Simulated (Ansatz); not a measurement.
B₄C (R-3m, No. 166; cell taken from a computed entry), treated with r²SCAN (PAW; Ansatz, a quantum-chemistry and plane-wave program).

Run with plane-wave cutoff 600 eV, 8×8×8 k mesh, finite displacements, scalar-relativistic PAW data made under PBE.

Cell (relaxed at this level):

B4C has the trigonal space group R-3m, hexagonal axes (No. 166), Pearson symbol hR15. Lattice parameters: a = b = 5.6324 Å, c = 12.0761 Å, α = β = 90.00°, γ = 120.00°. B1 on 18h is coordinated by 1 C at 1.661 Å and 5 B at 1.751–1.788 Å. B2 on 18h has 6 B at 1.714–1.824 Å. C1 on 6c is surrounded by 1 C at 1.325 Å and 3 B at 1.661 Å (tetrahedral). C2 on 3b is surrounded by 2 C at 1.325 Å (linear). (Neighbours: up to the widest gap in distance over summed covalent radii, below 1.35, at either atom.)
(The calculation used a cell of 15 atoms; values per cell refer to that cell.)

Q: Predict the electronic dielectric constant ε∞ (mean over three axes) and static dielectric constant (mean over three axes).

A: 
electronic dielectric constant ε∞ (mean over three axes): 7.84
static dielectric constant (mean over three axes): 8.74

Note: the relaxation could not lower the start's symmetry, so the cell can be a saddle point above a distorted one.

Computing time: very roughly 23 core-minutes.
